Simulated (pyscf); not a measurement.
Thermochemistry of product channels of O=Nb(F)(F)–F + H atom (H•) on the doublet surface, in eV, from ωB97M-D3(BJ)/def2-TZVP energies (ideal gas, 1 atm, RRHO with modes under 100 cm⁻¹ raised to 100, one conformer, R ln 2 for chiral ones without a mode under 150 cm⁻¹). Optimised with ωB97X-D3(BJ)/def2-SVP in PySCF.

```
products                                  ΔE  ΔH(298 K)  ΔG(600 K)  ΔG(900 K)
-------------------------------------  -----  ---------  ---------  ---------
[HO–Nb(F)(F)–F]•                       -1.71      -1.48      -0.96      -0.69
[O=Nb(F)–F]• + hydrogen fluoride (HF)      ?      +0.40      +0.07      -0.07
```

Some entries are withheld; supply them.


- [O=Nb(F)–F]• + hydrogen fluoride (HF), ΔE: +0.23

The channel to [O=Nb(F)–F]• + HF turns favourable between 298 and 1200 K (ΔG from +0.23 eV to -0.19 eV).

These are energies of the channels, which say nothing of barriers. Open-shell species with a d-block atom are single-reference here; other states, and whether the spin sits on metal or ligand, were not checked. Elements past Kr carry the def2 core potentials, without spin-orbit coupling.
